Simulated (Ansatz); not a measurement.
Two structures, one formula

The two ends of one reaction step of CH5Al, singlet (PBE0-D4/def2-TZVP).

A:

Al1  (-0.709, 1.369, 1.872)
C2  (0.561, -0.428, -0.600)
H3  (1.032, 0.528, -0.829)
H4  (-2.096, 0.789, 1.152)
H5  (0.631, -1.081, -1.470)
H6  (1.077, -0.893, 0.240)
H7  (-0.497, -0.284, -0.365)
(Å)

B:

| atom | x (Å) | y (Å) | z (Å) |
| --- | --- | --- | --- |
| Al1 | -0.0834 | 0.8398 | 0.6333 |
| C2 | 0.0908 | -0.7038 | -0.5459 |
| H3 | 0.9786 | 2.0231 | 0.6133 |
| H4 | -1.3104 | 0.9297 | 1.6414 |
| H5 | 0.9740 | -0.6602 | -1.1868 |
| H6 | 0.1402 | -1.6310 | 0.0355 |
| H7 | -0.7899 | -0.7977 | -1.1909 |

Ansatz 0.2.0; basis: def2-TZVPP; cores frozen in the correlated methods. B3LYP uses VWN-RPA correlation.

(1) Which structure is lower at CCSD(T), and by how much? (To be estimated.)

T1 diagnostic: at most 0.010. The restricted Hartree–Fock reference is unstable towards an unrestricted one at one or more of these structures.

Answers

(1) The calculation gives: B, by 93.9 kJ/mol (electronic energy, against the other). By their contacts, A is a complex of AlH + CH₄ and B is CH₅Al ([CH3][AlH2]).

All methods give the same order:

```
      method  E(B) − E(A) (kJ/mol)
       SPW92                -108.6
      PBE-D4                 -94.9
     BLYP-D4                 -84.3
   r2SCAN-D4                -117.8
      B97M-V                -105.9
     PBE0-D4                -101.5
    B3LYP-D4                 -91.8
  r2SCAN0-D4                -115.9
    BHLYP-D4                 -98.0
CAM-B3LYP-D4                -101.5
     wB97X-V                -111.2
     wB97M-V                 -96.6
      B2PLYP                 -99.0
    PBE-QIDH                -110.7
  RPA on PBE                 -81.7
          HF                 -93.0
         MP2                -109.6
        CCSD                 -91.4
     CCSD(T)                 -93.9
```

Labels in which every atom is bracketed show which atoms are joined, not bond orders.

For scale, one of the runs: CCSD(T)/def2-TZVPP, 143 basis functions, launched by `ansatz run in.yaml --threads 2 --pin off --events-out ev --progress --plain --max-ram 4352MiB`. Hardware: 2 CPU threads of an Intel Xeon Platinum 8375C, shared host. Wall time 7.5 s; peak host memory 0.78 GiB.
